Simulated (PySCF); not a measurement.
NH3: adding exact exchange

Base calculation in PySCF with density fitting and no spin–orbit coupling, PBE/def2-TZVP (no relativity): singlet, C3v, N–H 1.022 Å (×3); H–N–H 106.3° (×3); wavenumbers 1022, 1627 (×2), 3381, 3505 (×2) cm⁻¹; dipole moment 1.70 D, gap between the highest occupied and lowest empty levels 6.19 eV, polar-tensor charge of N -0.42 e, atomisation energy (no zero-point energy) 1252 kJ/mol.

Task: What changes on going to PBE0/def2-TZVP (no relativity)?

Result: The point group stays the same. Changes: mean bond to N -0.009 Å, smallest bond angle +0.8 degrees, highest wavenumber +128 cm⁻¹, lowest wavenumber +9 cm⁻¹, dipole moment -0.01 D, gap between the highest occupied and lowest empty levels +2.44 eV, polar-tensor charge of N -0.05 e, atomisation energy (no zero-point energy) -28 kJ/mol. The new structure has N–H 1.013 Å (×3); H–N–H 107.1° (×3), with wavenumbers 1031, 1670 (×2), 3503, 3633 (×2) cm⁻¹. Exact exchange shortens and stiffens the bonds and opens the gap, the usual pattern.

Only the bonding shown was studied: isomers, or loss of a ligand pair, can lie lower.
